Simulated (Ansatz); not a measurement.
Relaxation of CH₅OSi (8 atoms, charge -1, multiplicity 1), to a largest force component of 0.015 eV/Å in at most 40 steps.

The calculation used RKS BHLYP/def2-SVP in Ansatz 0.2.0.

```xyz
8
Properties=species:S:1:pos:R:3:forces:R:3
C -0.581 0.820 -0.486 -0.55 0.41 -0.41
Si 0.882 -0.394 -0.279 0.83 -0.82 1.09
O 2.123 0.542 -1.084 0.04 0.39 -0.39
H -1.285 0.462 -1.243 -0.20 0.04 -0.10
H -0.195 1.781 -0.845 0.04 0.10 -0.02
H -1.160 1.015 0.426 0.14 -0.06 0.05
H 0.553 -1.388 -1.409 -0.29 -0.04 -0.38
H 2.888 -0.003 -1.239 -0.01 -0.03 0.16
```

Problem. Where does it end, and by what steps?

Solution. It converged. Limits of this set-up: an anion without diffuse functions, the dipole of an ion depends on the origin. After 17 steps the energy has fallen by 0.236 eV; H8 moved furthest, 0.82 Å.

```
step  energy less start (eV)  largest force component (eV/Å)  accepted
   0                  0.0000                           1.087       yes
   1                 -0.0342                           1.682       yes
   2                 -0.1079                           0.622       yes
   3                 -0.1391                           0.322       yes
   4                 -0.1646                           0.333       yes
   5                 -0.1764                           0.504       yes
   6                 -0.1876                           0.332       yes
   7                 -0.1792                           0.835        no
   8                 -0.2095                           0.165       yes
   9                 -0.2253                           0.087       yes
  10                 -0.2169                           0.395        no
  11                 -0.2327                           0.036       yes
  12                 -0.2357                           0.027       yes
  13                 -0.2361                           0.039       yes
  14                 -0.2361                           0.027        no
  15                 -0.2362                           0.043       yes
  16                 -0.2362                           0.015       yes
  17                 -0.2362                           0.001       yes
```

```xyz
8
Properties=species:S:1:pos:R:3
C -0.564 0.772 -0.539
Si 0.844 -0.593 -0.562
O 2.195 0.423 -1.062
H -1.556 0.297 -0.547
H -0.509 1.448 -1.405
H -0.513 1.394 0.366
H 0.422 -1.144 -1.952
H 2.905 0.237 -0.458
```

Whether the end is a true minimum wasn't checked by a vibrational analysis.

Run time: 42 s on 1 thread of Arm Neoverse V1 (shared host), peak memory 0.14 GiB.
